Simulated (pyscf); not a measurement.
Structures and frequencies: ωB97X-D3(BJ)/def2-SVP in PySCF.

Q: For the elementary gas-phase step `[SH][SnH3]` + `[H][H]` → `[SnH4]` + `[SH2]` (singlet surface; S–Sn, H–H broken, H–Sn, H–S formed), what barrier and reaction energy does ωB97M-D3(BJ)/def2-TZVP give, measured from the separated reactants?

A: ΔE‡ = 51.0 kcal/mol, ΔE = +7.7 kcal/mol. Zero-point energy shifts the barrier by +1.3 kcal/mol. It is a four-centre exchange, with an imaginary mode of 1553i cm⁻¹. This is the saddle that the search found; another between the same sides may lie lower. Elements past Kr carry the def2 core potentials, without spin-orbit coupling.
